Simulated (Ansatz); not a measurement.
# CH₂O: geometry and frequencies at several levels

An exercise on one series of results from a longer session: the logs are not shown, and one member is left open.

Program: Ansatz 0.2.0. Level of theory: the levels named in each step. These are calculated values, not measurements.

**The system as given**

Bond lengths: C1–O2 1.192 Å, C1–H3 1.103 Å, C1–H4 1.103 Å. Angles: O2–C1–H3 122.8°, O2–C1–H4 122.8°, H3–C1–H4 114.5°.

As a file:

```xyz
4

C    -0.5855    0.1064    0.0032
O     0.5873   -0.1068   -0.0033
H    -1.3387   -0.6995    0.0116
H    -1.0070    1.1258    0.0017
```

The first run:

File input.yaml:

```yaml
crystal:
  periodic: [false, false, false]
  atoms:
    - { symbol: C, position_ang: [-0.59125691, 0.10743641, 0.00335801] }
    - { symbol: O, position_ang: [0.58486562, -0.10631286, -0.00389418] }
    - { symbol: H, position_ang: [-1.33671822, -0.71197952, 0.01192668] }
    - { symbol: H, position_ang: [-1.00080051, 1.13675596, 0.0018795] }
basis:
  gaussian: { orbitals: def2-TZVPP }
hamiltonian:
  xc: pbe0
  dispersion: d4
phonons: {}
```

Started as:

```sh
$ ansatz run input.yaml --threads 2 --pin off --max-ram 5120MiB --backend cpu --events-out ev --progress --plain --runs-dir out
```

Among the steps run: Frequencies, PBE0-D4/def2-TZVPP; Relaxation, PBE-D4/def2-TZVPP; Frequencies, PBE-D4/def2-TZVPP; Relaxation, r2SCAN-D4/def2-TZVPP; Frequencies, r2SCAN-D4/def2-TZVPP; Relaxation, B3LYP-D4/def2-TZVPP; Frequencies, B3LYP-D4/def2-TZVPP; Relaxation, B2PLYP/def2-TZVPP; Frequencies, B2PLYP/def2-TZVPP.

One of the session's tables, all rows but one given; the rest of the session is left out.

```
               level  C1–O2 (Å)  dipole (D)  highest frequency (cm⁻¹)
  PBE0-D4/def2-TZVPP     1.1954        2.31                      2962
   PBE-D4/def2-TZVPP     1.2081        2.16                      2837
r2SCAN-D4/def2-TZVPP     1.1995        2.25                      2904
 B3LYP-D4/def2-TZVPP     1.1989        2.33                      2938
   B2PLYP/def2-TZVPP          ?           ?                         ?
```

Q: Estimate the row for B2PLYP/def2-TZVPP from the others.

As computed: C1–O2 (Å): 1.2039; dipole (D): 2.34; highest frequency (cm⁻¹): 2991. In the column «C1–O2 (Å)» it lies between r2SCAN-D4/def2-TZVPP (1.1995) and PBE-D4/def2-TZVPP (1.2081).
